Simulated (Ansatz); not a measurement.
**C3H6F radical: a ladder of functionals and wavefunction methods**

An exercise on one series of results from a longer session: the logs are not shown, and one member is left open.

Program: Ansatz 0.2.0, Gaussian basis. Level of theory: functionals in def2-TZVPP, the program's frozen cores in correlated methods. These are calculated values, not measurements.

Plan: LDA (SPW92), PBE-D4, revPBE-D4, BLYP-D4, r2SCAN-D4, B97M-V, PBE0-D4, B3LYP-D4, r2SCANh-D4, r2SCAN0-D4, HSE06-D4, BHLYP-D4, CAM-B3LYP-D4, LC-ωPBE, ωB97X-V, ωB97M-V, B2PLYP, PBE-QIDH; CCSD(T)/def2-SVP; CCSD(T)/def2-TZVPP; MP2/def2-QZVPP; extrapolation to the limit; RPA on PBE.

## The relaxed structure

All runs share one geometry, relaxed beforehand with PBE0-D4 in a triple-zeta def2 set.

SMILES `[CH2]CCF`, 10 atoms, charge 0, spin multiplicity 2.

Atoms are counted from 1 here; the program's logs count them from 0.

Bond lengths: C1–C2 1.481 Å, C1–H5 1.082 Å, C1–H6 1.082 Å, C2–C3 1.511 Å, C2–H7 1.096 Å, C2–H8 1.102 Å, C3–F4 1.385 Å, C3–H9 1.094 Å, C3–H10 1.094 Å. Angles: C2–C1–H5 120.8°, C2–C1–H6 120.2°, H5–C1–H6 118.3°, C1–C2–C3 113.6°, C1–C2–H7 110.8°, C1–C2–H8 110.7°, C3–C2–H7 108.1°, C3–C2–H8 107.7°, H7–C2–H8 105.6°, C2–C3–F4 110.1°, C2–C3–H9 111.1°, C2–C3–H10 111.2°, F4–C3–H9 107.5°, F4–C3–H10 107.4°, H9–C3–H10 109.3°.

Coordinates:

```xyz
10

C    -0.92336    1.04100   -0.04430
C     0.14845    0.15700   -0.55589
C     0.66498   -0.82459    0.47064
F    -0.35585   -1.66692    0.88029
H    -1.11179    2.00408   -0.49989
H    -1.63167    0.67043    0.68534
H     0.99801    0.74583   -0.92122
H    -0.20620   -0.42121   -1.42501
H     1.46058   -1.44922    0.05380
H     1.03984   -0.30770    1.35936
```

The first run:

File in.yaml:

```yaml
crystal:
  periodic: [false, false, false]
  atoms:
    - {symbol: C, position_ang: [-0.923357, 1.041004, -0.044295]}
    - {symbol: C, position_ang: [0.148453, 0.156998, -0.555894]}
    - {symbol: C, position_ang: [0.664984, -0.824594, 0.470637]}
    - {symbol: F, position_ang: [-0.355852, -1.666918, 0.880290]}
    - {symbol: H, position_ang: [-1.111787, 2.004082, -0.499891]}
    - {symbol: H, position_ang: [-1.631672, 0.670426, 0.685340]}
    - {symbol: H, position_ang: [0.998015, 0.745834, -0.921223]}
    - {symbol: H, position_ang: [-0.206204, -0.421211, -1.425015]}
    - {symbol: H, position_ang: [1.460582, -1.449217, 0.053795]}
    - {symbol: H, position_ang: [1.039838, -0.307703, 1.359357]}
basis:
  gaussian: {orbitals: def2-TZVPP}
magnetization: {spin_polarized: true, initial_magnetization: 1}
hamiltonian: {xc: lda}
output: {orbitals: {seedname: orbitals}}
```

Run with:

```console
$ ansatz run in.yaml --threads 4 --pin off --events-out ev --progress --plain --max-ram 10444MiB
```

Among the steps run: LDA; PBE-D4 (GGA); revPBE-D4 (GGA); BLYP-D4 (GGA); r2SCAN-D4 (meta-GGA); B97M-V (meta-GGA); PBE0-D4 (hybrid); B3LYP-D4 (hybrid); r2SCANh-D4 (hybrid); r2SCAN0-D4 (hybrid); HSE06-D4 (hybrid); BHLYP-D4 (hybrid); CAM-B3LYP-D4 (range-separated); LC-ωPBE (range-separated); ωB97X-V (range-separated); ωB97M-V (range-separated); B2PLYP (double hybrid); PBE-QIDH (double hybrid).

One of the session's tables, all rows but one given; the rest of the session is left out.

It belongs to the step «Frontier levels by functional». 

| functional | HOMO (eV) | gap (eV) |
| --- | --- | --- |
| LDA (SPW92) | -4.76 | 1.55 |
| PBE-D4 | -4.81 | 2.20 |
| revPBE-D4 | -4.77 | 2.33 |
| BLYP-D4 | -4.62 | 1.97 |
| r2SCAN-D4 | -5.27 | 3.42 |
| B97M-V | -5.04 | 2.74 |
| PBE0-D4 | -6.19 | 4.87 |
| B3LYP-D4 | -5.87 | 4.05 |
| r2SCANh-D4 | -5.78 | 4.35 |
| r2SCAN0-D4 | -6.55 | 5.73 |
| HSE06-D4 | -5.78 | 4.06 |
| BHLYP-D4 | -7.40 | 7.16 |
| CAM-B3LYP-D4 | -7.53 | 7.18 |
| LC-ωPBE | -9.07 | 10.30 |
| ωB97X-V | ? | ? |
| ωB97M-V | -8.25 | 8.73 |

**Question.** Estimate the row for ωB97X-V.

As computed: HOMO (eV): -8.45; gap (eV): 9.11. In the column «HOMO (eV)» it lies between LC-ωPBE (-9.07) and ωB97M-V (-8.25).
